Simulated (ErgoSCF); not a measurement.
# H3S+ (SMILES [SH3+]): levels of theory compared

We compute a comparison of 6 runs (HF/STO-3G, HF/3-21G, HF/6-31G*, HF/def2-SVP, B3LYP/6-31G*, KT3/Turbomole-SVP) of H3S+. 

Program for the calculation: ErgoSCF 3.8.

9 further runs of the same task are left out: 3 that didn't finish, 6 set aside as unsound or not needed.

**1. The system as given**

H3S+: 4 atoms, total charge +1, spin state singlet. SMILES: `[SH3+]`. Geometry: relaxed at GFN2-xTB.

Bond lengths: S1–H2 1.356 Å, S1–H3 1.355 Å, S1–H4 1.355 Å. Angles: H2–S1–H3 93.7°, H2–S1–H4 93.7°, H3–S1–H4 93.7°.

**2. The energy at HF/STO-3G (run 1)**

run.inp reads:

```
set_nthreads("env")
molecule_inline
S      0.56997919    -0.19069226    -0.84272337
H      1.60252555     0.53086186     1.38772038
H     -0.93380816    -1.96140344     0.23627246
H     -1.23871547     1.62123384    -0.78128837
EOF
charge = 1
tmpdir = "."
scf.output_mulliken_pop = 1
scf.max_number_of_iterations = 120
basis = "STO-3G"
scf.use_diagonalization = 1
run "HF"
```

The basis set STO-3G is read from a file made from the Basis Set Exchange's data (not shown).

The run is started by

```sh
ergo run.inp
```

The log of the run:

```text
INMA ERGO version 3.8
INMA reading input from file run.inp
INMA S (charge=16.0) 0.569979 -0.190692 -0.842723
INMA H (charge=1.0) 1.602526 0.530862 1.387720
INMA H (charge=1.0) -0.933808 -1.961403 0.236272
INMA H (charge=1.0) -1.238715 1.621234 -0.781288
INMA  charge := 1
INMA  output_mulliken_pop := 1
INMA  max_number_of_iterations := 120
INMA  basis := STO-3G
INMA Basis really set to STO-3G
INMA  use_diagonalization := 1
INMA running HF
INMA Running HF
INSC SCF_general constructor, number of basis functions: 12
INSC Min internuclear distance:      2.56090 a.u.  =      1.35517 Angstrom
INSC Max internuclear distance:      3.73767 a.u.  =      1.97789 Angstrom
INSC Euclidean norm of overlap matrix =          1.98663930361  (acc 1.49e-08)
INSC Euclidean norm of invCholFactor after truncation =          1.82712826062
INSC Beginning of SCF cycle 1
INSC nuclearEnergy, energy_2el, energy = 19.543151, 124.075586, -349.481160
INSC Energy   1 =       -349.48116000886
INSC maxabs FDS-SDF is     38.6
INDE E_HOMO =         -1.34409345403
INDE E_LUMO =         -0.26217577881
INSC Beginning of SCF cycle 2
INSC nuclearEnergy, energy_2el, energy = 19.543151, 172.979651, -393.988547
INSC Energy   2 =       -393.98854696974
INSC maxabs FDS-SDF is    0.292
INSC using DIIS to get combined Fock matrix, number of iters used for DIIS:  2
INDE E_HOMO =         -0.46617240370
INDE E_LUMO =          0.14003695733
INSC Beginning of SCF cycle 3
INSC nuclearEnergy, energy_2el, energy = 19.543151, 163.743435, -394.659585
INSC Energy   3 =       -394.65958526980  ( diff     -0.671038300054192 )
INSC maxabs FDS-SDF is   0.0341
INSC using DIIS to get combined Fock matrix, number of iters used for DIIS:  3
INDE E_HOMO =         -0.75281669980
INDE E_LUMO =          0.06968232674
INSC Beginning of SCF cycle 4
INSC nuclearEnergy, energy_2el, energy = 19.543151, 164.533858, -394.665830
INSC Energy   4 =       -394.66583020027  ( diff     -0.006244930475077 )
INSC maxabs FDS-SDF is  0.00268
INSC using DIIS to get combined Fock matrix, number of iters used for DIIS:  4
INDE E_HOMO =         -0.75780936309
INDE E_LUMO =          0.07443806866
INSC Beginning of SCF cycle 5
INSC nuclearEnergy, energy_2el, energy = 19.543151, 164.523044, -394.665903
INSC Energy   5 =       -394.66590301080  ( diff     -0.000072810528025 )
INSC maxabs FDS-SDF is 0.000644
INSC using DIIS to get combined Fock matrix, number of iters used for DIIS:  5
INDE E_HOMO =         -0.75748669544
INDE E_LUMO =          0.07402844482
INSC Beginning of SCF cycle 6
INSC nuclearEnergy, energy_2el, energy = 19.543151, 164.522815, -394.665908
INSC Energy   6 =       -394.66590761671  ( diff     -0.000004605905872 )
INSC maxabs FDS-SDF is 0.000131
INSC using DIIS to get combined Fock matrix, number of iters used for DIIS:  6
INDE E_HOMO =         -0.75748877099
INDE E_LUMO =          0.07412079087
INSC Beginning of SCF cycle 7
INSC nuclearEnergy, energy_2el, energy = 19.543151, 164.522797, -394.665908
INSC Energy   7 =       -394.66590772098  ( diff     -0.000000104271066 )
INSC maxabs FDS-SDF is    5e-06
INSC using DIIS to get combined Fock matrix, number of iters used for DIIS:  7
INDE E_HOMO =         -0.75749631958
INDE E_LUMO =          0.07412027055
INSC Beginning of SCF cycle 8
INSC nuclearEnergy, energy_2el, energy = 19.543151, 164.522829, -394.665908
INSC Energy   8 =       -394.66590772111  ( diff     -0.000000000135628 )
INSC maxabs FDS-SDF is 2.15e-08
RESC CONVERGED after   8 iterations.
RESC FINAL ENERGY:       -394.66590772111
TISC Main SCF loop took      0.12 usr cpu s       0.01 sys cpu s       0.12 wall s
INSC SCF: dipole_moment_x [atomic units] =      -0.03003629
INSC SCF: dipole_moment_y [atomic units] =       0.01002360
INSC SCF: dipole_moment_z [atomic units] =       0.04460640
INSC Sum of Mulliken charges (electrons):      18.0000000
INSC Mulliken charge of atom 0 =       0.5332272
INSC Mulliken charge of atom 1 =       0.1556312
INSC Mulliken charge of atom 2 =       0.1556088
INSC Mulliken charge of atom 3 =       0.1555329
INSC Sum of Mulliken atomic charges:       1.0000000
```

Run time: 0.44 s. Hardware: 1 thread of Arm Neoverse V2, shared host; peak memory 0.26 GiB.

**3. The energy at HF/3-21G (run 2)**

run.inp reads:

```
set_nthreads("env")
molecule_inline Angstrom
S        0.301620      -0.100910      -0.445950
H        0.848020       0.280920       0.734350
H       -0.494150      -1.037930       0.125030
H       -0.655500       0.857920      -0.413440
EOF
charge = 1
tmpdir = "."
scf.use_diagonalization = 1
basis = "3-21G"
scf.max_number_of_iterations = 120
scf.output_mulliken_pop = 1
run "HF"
```

The basis set 3-21G is read from a file made from the Basis Set Exchange's data (not shown).

The run is started by

```sh
ergo < run.inp
```

The log of the run:

```text
[...]
INSC SCF_general constructor, number of basis functions: 19
[...]
INSC Energy   1 =       -260.28608924535
[...]
INDE E_LUMO =         -0.10574497366
[...]
INSC Energy  10 =       -396.94945659365  ( diff     -0.000000000043258 )
[...]
RESC CONVERGED after  10 iterations.
RESC FINAL ENERGY:       -396.94945659365
[...]
INSC SCF: dipole_moment_x [atomic units] =      -0.10018231
INSC SCF: dipole_moment_y [atomic units] =       0.03352529
INSC SCF: dipole_moment_z [atomic units] =       0.14819317
[...]
```

Run time: 0.48 s. Hardware: 1 thread of Arm Neoverse V2, shared host; peak memory 0.26 GiB.

Run 3 isn't shown in full; the table further down has it.

**4. A single-point energy at HF/def2-SVP (run 4)**

input.xyz reads:

```xyz
4
H3S
S      0.301620    -0.100910    -0.445950
H      0.848020     0.280920     0.734350
H     -0.494150    -1.037930     0.125030
H     -0.655500     0.857920    -0.413440
```

run.inp reads:

```
set_nthreads("env")
molecule "input.xyz"
charge = 1
spin_polarization = 0
scf.output_mulliken_pop = 1
basis = "def2-SVP"
scf.use_diagonalization = 1
scf.max_number_of_iterations = 120
tmpdir = "."
run "HF"
```

The basis set def2-SVP is read from a file made from the Basis Set Exchange's data (not shown).

The run is started by

```sh
ergo run.inp
```

The log of the run:

```text
[...]
INSC SCF_general constructor, number of basis functions: 33
[...]
INSC Energy   1 =       -175.32005538060
[...]
INDE E_LUMO =         -0.09752480420
[...]
INSC Energy  11 =       -398.84688164266  ( diff     -0.000000000022055 )
[...]
RESC CONVERGED after  11 iterations.
RESC FINAL ENERGY:       -398.84688164266
[...]
INSC SCF: dipole_moment_x [atomic units] =       0.04689081
INSC SCF: dipole_moment_y [atomic units] =      -0.01570238
INSC SCF: dipole_moment_z [atomic units] =      -0.06920313
[...]
```

Run time: 1.2 s. Hardware: 1 thread of Arm Neoverse V2, shared host; peak memory 0.26 GiB.

Run 5 isn't shown in full; the table further down has it.

**5. A single-point energy at KT3/Turbomole-SVP (run 6)**

molecule.xyz reads:

```xyz
4
H3S
S      0.301620    -0.100910    -0.445950
H      0.848020     0.280920     0.734350
H     -0.494150    -1.037930     0.125030
H     -0.655500     0.857920    -0.413440
```

The run is started by

```sh
ergo -m molecule.xyz -e 'set_nthreads(1)' -e 'XC.type = "LMG"' -e 'scf.starting_guess_disturbance = 0.01' -e 'scf.use_diagonalization = 1' -e 'charge = 1' -e 'basis = "Turbomole-SVP"' -e 'scf.convergence_threshold = 5e-07' -e 'scf.error_maxabs_for_diis = 0.2' -e 'spin_polarization = 0' -e 'scf.output_mulliken_pop = 1' -e 'scf.max_number_of_iterations = 80' -e 'tmpdir = "."' -e 'run "KT3"'
```

The log of the run:

```text
[...]
INMA  error_maxabs_for_diis := 0.2
[...]
INDF Weighted mixed functional:
[...]
INSC Energy   1 =       -180.90172827068
[...]
INDE E_LUMO =         -0.29105478918
[...]
INSC Energy  12 =       -402.37492507646  ( diff     -0.000000000008527 )
[...]
RESC CONVERGED after  12 iterations.
RESC FINAL ENERGY:       -402.37492507646
[...]
INSC SCF: dipole_moment_x [atomic units] =       0.06205719
INSC SCF: dipole_moment_y [atomic units] =      -0.02077700
INSC SCF: dipole_moment_z [atomic units] =      -0.09162895
[...]
```

It took 1.1 s on 1 thread of Arm Neoverse V2, shared host; peak memory 0.26 GiB.

**6. The series**

| run | level | integration grid | radint | energy (Eh) | wall time |
| --- | --- | --- | --- | --- | --- |
| 1 | HF/STO-3G | – | – | -394.665908 | 0.44 s |
| 2 | HF/3-21G | – | – | -396.949457 | 0.48 s |
| 3 | HF/6-31G* (spherical functions) | – | – | -398.938426 | 1.1 s |
| 4 | HF/def2-SVP | – | – | -398.846882 | 1.2 s |
| 5 | B3LYP/6-31G* (spherical functions) | Turbo | 1e-11 | -399.658553 | 1.6 s |
| 6 | KT3/Turbomole-SVP | LMG | – | -402.374925 | 1.1 s |

**7. Summary of results**

| quantity | value |
| --- | --- |
| run 6: total energy | -402.37493 Eh |

What this shows: Totals of different functionals can't be ranked against each other. In run 1 the basis is minimal, so the values are rough. All runs together took 5.9 s, the longest 1.6 s.
